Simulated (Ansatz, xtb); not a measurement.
BH2MgS: where a starting geometry ends

The starting geometry of this gas-phase doublet was built from a drawn formula by distance geometry and a force field; its bonds are those of `[BH][S][MgH]`.

```yaml
atoms:
  - { symbol: B, position_ang: [-1.8644, 2.0175, 0.2710] }
  - { symbol: Mg, position_ang: [-0.5969, -0.8364, 0.8731] }
  - { symbol: S, position_ang: [-0.2697, 1.5655, 1.1364] }
  - { symbol: H, position_ang: [-1.9184, 2.1014, -0.9096] }
  - { symbol: H, position_ang: [-0.8903, -2.5794, 0.6715] }
```

Problem. Predict what becomes of its bonds when it is optimised with r2SCAN-D4/def2-SVP.

Solution. A new bond forms, giving a structure with H4 bridging B1 and Mg2, given below by its coordinates. Distances that change by over a tenth: Mg2–H4 (3.68 → 2.20 Å). Contacts that close: B1–Mg2 (3.18 → 2.49 Å).

The energy falls by 0.70 eV over 13 steps:

```tsv
step	E − E(last) (eV)
1	0.702
2	0.541
4	0.442
5	0.414
6	0.258
8	0.078
9	0.021
10	0.014
12	0.000
13	0.000
```

Final geometry (Å):

```xyz
5

B    -1.4100    1.9551    0.1413
Mg   -0.8686   -0.4243    0.6468
S    -0.3300    1.7366    1.4872
H    -1.9157    1.0774   -0.5732
H    -1.0154   -2.0762    0.3403
```

From the same start GFN2-xTB ends elsewhere, differing in Mg2–H4 (3.15 against 2.20 Å here).

The end wasn't checked by frequencies. Open shells are spin-unrestricted. Run with Ansatz 0.2.0, 49 s on 1 thread of Intel(R) Xeon(R) Platinum 8488C (Sapphire Rapids), on a shared host.
